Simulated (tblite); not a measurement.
Compound: C₃H₃O₂ (doublet state).
Numbering: `[O:1]=[C:2]1[CH2:3][CH:4][O:5]1` (hydrogens: H6, H7 on C3; H8 on C4)

Structure optimised with GFN2-xTB, isolated species. This method treats the open shell by occupation alone, without spin polarisation.

(1) Give the optimised bond lengths and angles.

Answers

(1) 
| bond | length (Å) |
| --- | --- |
| O1=C2 | 1.188 |
| C2–C3 | 1.525 |
| C3–C4 | 1.493 |
| C4–O5 | 1.381 |
| C2–O5 | 1.379 |
| C3–H6, C3–H7 | 1.089 |
| C4–H8 | 1.069 |

Bonds in one row agree within 0.01 Å and their mean is given. A selection of angles:
| angle | degrees |
| --- | --- |
| O1–C2–C3 | 138.3 |
| O1–C2–O5 | 129.2 |
| C3–C2–O5 | 92.5 |
| C2–C3–C4 | 82.0 |
| C2–C3–H6 | 114.8 |
| C4–C3–H6 | 116.8 |
| H6–C3–H7 | 109.1 |
| C3–C4–O5 | 93.8 |
| C3–C4–H8 | 136.5 |
| O5–C4–H8 | 122.0 |
| C2–O5–C4 | 91.6 |

Torsions: O1–C2–C3–C4 177° (antiperiplanar); C2–C3–C4–O5 2° (synperiplanar); C3–C4–O5–C2 -2° (synperiplanar); O1–C2–O5–C4 -177° (antiperiplanar). The mirror-image conformer, all signs reversed, is as good.

The 3 C–O bonds span 1.188 Å (O1=C2, drawn double) to 1.381 Å (C4–O5, drawn single), a spread of 0.193 Å. C2 (carbon bonded to C and 2 O) is planar (angles 138.3°, 129.2° and 92.5°, sum 360.0°, 0.00 Å off the plane of its three neighbours). The C–C distances run from 1.493 Å (C3–C4, drawn single) to 1.525 Å (C2–C3, drawn single), a spread of 0.032 Å. C4 (carbon bonded to C, O and H) has angles 136.5°, 122.0° and 93.8°, sum 352.4°, 0.19 Å off the plane of its three neighbours. The 5 heavy atoms lie in one plane (0.018 Å rms). The 4-membered ring C2–C3–C4–O5 has internal angles of 82.0° to 93.8°; it is almost planar, 0.01 Å rms from its mean plane, widest ring torsion 2°.

Point group: near Cs, missed by 0.36 Å at most; the miss may be what the optimiser left on a soft mode. Its GFN2-xTB frequencies are all real (lowest 248 cm⁻¹).

The run took under 0.1 s on one thread of an Arm Neoverse V2, no GPU, shared host with 96 logical CPUs at a one-minute load of 33. That covers the optimisation of the geometry.

The numbers are calculated, not measured.
